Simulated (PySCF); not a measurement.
oxygen (O2), SMILES O=O (connectivity only; charge and spin as stated), neutral, multiplicity 3.

Geometry optimised at PBE0-D3(BJ)/def2-TZVPD.

The numbers are results of PBE/def2-TZVPD in PySCF, not measurements.

Gas-phase values at a fixed geometry.

```json
{
  "total_energy": "-150.24927 hartree",
  "point_group": "D∞h",
  "α spin, highest occupied and lowest empty level": "-6.69 and 0.91 eV",
  "β spin, highest occupied and lowest empty level": "-11.83 and -4.38 eV",
  "dipole_moment": "0.00 D",
  "mean_static_polarisability": "10.8 bohr³ (1.60 Å³)",
  "polarisability_principal_values": "8.6, 8.6, 15.3 bohr³",
  "⟨S²⟩": "2.004 (pure state 2.00)"
}
```
